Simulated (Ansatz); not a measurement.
**SiH5 (doublet): from Hartree-Fock to the top rungs at distance H1–H2 along a hydrogen transfer = 1.000 Å, cc-pVDZ**

Aim: climb from Hartree-Fock through coupled cluster and multireference methods for SiH5 (doublet) at one geometry and basis, and see what each rung misses.

Program: Ansatz 0.2.0, Gaussian basis. Level of theory: cc-pVDZ, core rule «outside noble gas», up to 5 orbitals frozen. These are calculated values, not measurements.

The runs, in order: UHF; CCSD(T) on ROHF; CCSD(T) on UHF; BCCD(T) on ROHF; CISD; CCSDT(Q) on ROHF; CCSDT(Q) on UHF; CCSDTQ on ROHF; CASSCF and MRCISD+Q, 3 electrons in 3 orbitals; CASSCF and NEVPT2, 3 electrons in 3 orbitals; CASSCF and MRCISD+Q, 9 electrons in 9 orbitals; CASSCF and NEVPT2, 9 electrons in 9 orbitals.

## Step 1: What is computed

The geometry derives from fragments relaxed apart (PBE0/def2-TZVP) and kept rigid, so it is no stationary point. A hydrogen atom is moved between rigid fragments.

6 atoms, charge 0, spin multiplicity 2.

Atoms are counted from 1 here; the program's logs count them from 0.

Bond lengths: Si3–H4 1.486 Å, Si3–H5 1.486 Å, Si3–H6 1.486 Å. Angles: H4–Si3–H5 111.3°, H4–Si3–H6 111.3°, H5–Si3–H6 111.3°.

As a file:

```xyz
6
H5Si
H    -2.6833    0.0000    0.0000
H    -1.6833    0.0000    0.0000
Si    0.0977    0.0000    0.0000
H     0.5477   -1.4163    0.0000
H     0.5477    0.7081   -1.2265
H     0.5477    0.7081    1.2265
```

## Step 2: UHF

Input file in.yaml:

```yaml
crystal:
  periodic: [false, false, false]
  atoms:
    - {symbol: H, position_ang: [-2.683262, 0.000000, -0.000001]}
    - {symbol: H, position_ang: [-1.683262, 0.000000, -0.000001]}
    - {symbol: Si, position_ang: [0.097738, 0.000000, 0.000000]}
    - {symbol: H, position_ang: [0.547712, -1.416253, 0.000000]}
    - {symbol: H, position_ang: [0.547712, 0.708126, -1.226511]}
    - {symbol: H, position_ang: [0.547711, 0.708127, 1.226511]}
basis:
  gaussian: {orbitals: cc-pVDZ}
magnetization: {spin_polarized: true, initial_magnetization: 1}
hamiltonian: {xc: hf}
output: {orbitals: {seedname: orbitals}}
```

Run with:

```bash
$ ansatz run in.yaml --threads 1 --pin off --events-out ev --progress --plain --max-ram 4096MiB --backend cpu
```

Further steps of the session: CCSD(T) on ROHF; CCSD(T) on UHF; BCCD(T) on ROHF; CISD; CCSDT(Q) on ROHF; CCSDT(Q) on UHF; CCSDTQ on ROHF; CASSCF and MRCISD+Q, 3 electrons in 3 orbitals; CASSCF and NEVPT2, 3 electrons in 3 orbitals; CASSCF and MRCISD+Q, 9 electrons in 9 orbitals; CASSCF and NEVPT2, 9 electrons in 9 orbitals.

**Question.** What will the summary of the whole plan be? Wanted: RCCSDTQ below the RHF energy; RMP2 from RCCSDTQ; UMP2 from RCCSDTQ; RCCSD from RCCSDTQ; RCCSD(T) from RCCSDTQ; UCCSD(T) from RCCSDTQ; RCCSDT(Q) from RCCSDTQ; UCCSDT(Q) from RCCSDTQ; NEVPT2 pair from RCCSDTQ.

The runs gave:

```
                         quantity                                                                                value
     RCCSDTQ below the RHF energy                                                                           -4.7558 eV
                RMP2 from RCCSDTQ                                                                          +1072.3 meV
                UMP2 from RCCSDTQ                                                                          +1095.5 meV
               RCCSD from RCCSDTQ                                                                           +111.1 meV
            RCCSD(T) from RCCSDTQ                                                                            +23.9 meV
            UCCSD(T) from RCCSDTQ                                                                            +24.8 meV
           RCCSDT(Q) from RCCSDTQ                                                                             +0.6 meV
           UCCSDT(Q) from RCCSDTQ                                                                             +0.4 meV
         NEVPT2 pair from RCCSDTQ                                                                           +987.2 meV
      NEVPT2 valence from RCCSDTQ                                                                           +893.2 meV
    MRCISD+Q valence from RCCSDTQ                                                                            +19.9 meV
levels within 1 kcal/mol (43 meV)  RCCSD(T), UCCSD(T), BCCD(T), RCCSDT, UCCSDT, RCCSDT(Q), UCCSDT(Q), MRCISD+Q valence
                    T1 diagnostic                                                                                0.023
   effectively unpaired electrons                                                                                 1.02
```

**Reading.** RCCSD(T) lands +23.9 meV from the yardstick (0.5 % of the correlation energy). One determinant dominates. Of the multireference levels listed MRCISD+Q valence comes nearest in total energy (+19.9 meV), which doesn't show that its space is the better one. These misses are within one basis, not against nature; the frozen cores of restricted and unrestricted runs differ, which can shift their rows.
